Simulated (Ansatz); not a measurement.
Geometry optimisation, RHF/def2-SVP in Ansatz.

input.yaml

```yaml
crystal:
  periodic: [false, false, false]
  atoms:
    - { symbol: Si, position_ang: [0.37542, -0.017069, -0.133806] }
    - { symbol: H, position_ang: [0.456801, 0.107374, 1.320627] }
    - { symbol: H, position_ang: [1.686301, 0.1318, -0.791165] }
    - { symbol: H, position_ang: [-0.576662, 0.972617, -0.664131] }
    - { symbol: F, position_ang: [-0.18811, -1.488639, -0.472691] }
    - { symbol: Si, position_ang: [-2.740466, 0.032247, 1.316254] }
    - { symbol: H, position_ang: [-2.922597, -0.70417, 0.048821] }
    - { symbol: H, position_ang: [-3.660908, -0.505902, 2.344506] }
    - { symbol: H, position_ang: [-3.033207, 1.469067, 1.097973] }
    - { symbol: H, position_ang: [-1.354673, -0.103325, 1.777711] }
basis:
  gaussian: { orbitals: def2-SVP }
hamiltonian:
  xc: hf
relax:
  f_tol: 0.03
  max_steps: 50
output:
  orbitals: {}
```

Launched with:

```bash
$ ansatz run input.yaml --threads 1 --pin off --max-ram 2048MiB --backend cpu --events-out ev --progress --plain --runs-dir out
```

Task: Where does it end, and by what steps?

Result: It converged. The force dipped under the threshold on the way, but the program's further checks kept it going. After 28 steps the energy has fallen by 0.418 eV; H4 moved furthest, 1.63 Å.

| step | energy less start (eV) | largest force component (eV/Å) | accepted |
| --- | --- | --- | --- |
| 0 | 0.0000 | 0.659 | yes |
| 1 | -0.1994 | 0.248 | yes |
| 2 | -0.2681 | 0.260 | yes |
| 3 | -0.3447 | 0.210 | yes |
| 4 | -0.3663 | 0.093 | yes |
| 5 | -0.3669 | 0.418 | yes |
| 6 | -0.3729 | 0.021 | yes |
| 7 | -0.3739 | 0.157 | yes |
| 8 | -0.3752 | 0.060 | yes |
| 9 | -0.3761 | 0.022 | yes |
| 10 | -0.3767 | 0.083 | yes |
| 11 | -0.3772 | 0.039 | yes |
| 12 | -0.3776 | 0.016 | yes |
| 13 | -0.3779 | 0.096 | yes |
| 14 | -0.3783 | 0.046 | yes |
| 15 | -0.3786 | 0.050 | yes |
| 16 | -0.3796 | 0.059 | yes |
| 17 | -0.3790 | 0.174 | no |
| 18 | -0.3806 | 0.036 | yes |
| 19 | -0.3821 | 0.085 | yes |
| 20 | -0.3827 | 0.256 | yes |
| 21 | -0.3862 | 0.217 | yes |
| 22 | -0.3933 | 0.177 | yes |
| 23 | -0.3988 | 0.386 | yes |
| 24 | -0.4067 | 0.342 | yes |
| 25 | -0.4148 | 0.230 | yes |
| 26 | -0.4154 | 0.155 | yes |
| 27 | -0.4174 | 0.179 | yes |
| 28 | -0.4183 | 0.022 | yes |

```xyz
10
Properties=species:S:1:pos:R:3
Si 0.902 0.202 -0.344
H 1.397 -0.223 0.977
H 1.712 -0.389 -1.422
H 0.882 1.672 -0.448
F -0.615 -0.330 -0.506
Si -3.242 -0.210 1.509
H -3.354 -1.442 0.699
H -4.387 -0.142 2.451
H -3.269 0.984 0.635
H -1.985 -0.229 2.292
```

Time of the run: 35 s on 1 thread of Arm Neoverse V1, on a shared host, peak memory 0.14 GiB.
